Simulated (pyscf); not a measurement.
Optimised with ωB97X-D3(BJ)/def2-SVP in PySCF. MP2 and CC: frozen core, UHF for open shells. ΔMP2 is the change of the MP2 total energy from the triple- to the quadruple-zeta basis.

Problem. Estimate by transition-state theory (the high-pressure limit) the rate constant of cyclic C₃H₄ (SMILES [C]1CC1) [singlet] → H₂C=C=CH₂ (singlet surface; C–C broken, none formed) at 600 K, with CCSD(T)/def2-TZVPP + ΔMP2(QZVPP) energies (ideal gas, 1 atm, RRHO with modes under 100 cm⁻¹ raised to 100, one conformer, R ln 2 for rigid chiral ones; no tunnelling).

Solution. The electronic barrier is 6.3 kcal/mol and the thermal terms add -1.4, so ΔG‡ = 4.9 kcal/mol. With k_BT/h = 1.25e+13 s⁻¹ and RT = 1.192 kcal/mol, k = 2.1e+11 s⁻¹; so small a molecule is far into fall-off at 1 atm, where the true rate is lower. Wigner's tunnelling factor for 614i cm⁻¹ would be 1.09. A shift of 1 kcal/mol in the barrier changes k by a factor 2.3. This is the saddle that the search found; another between the same sides may lie lower. A restricted singlet here is unstable towards spin polarisation, as is usual where a triplet lies low; its energy is less safe. The CCSD(T) − MP2 part came from Ansatz, without density fitting, on the same reference.
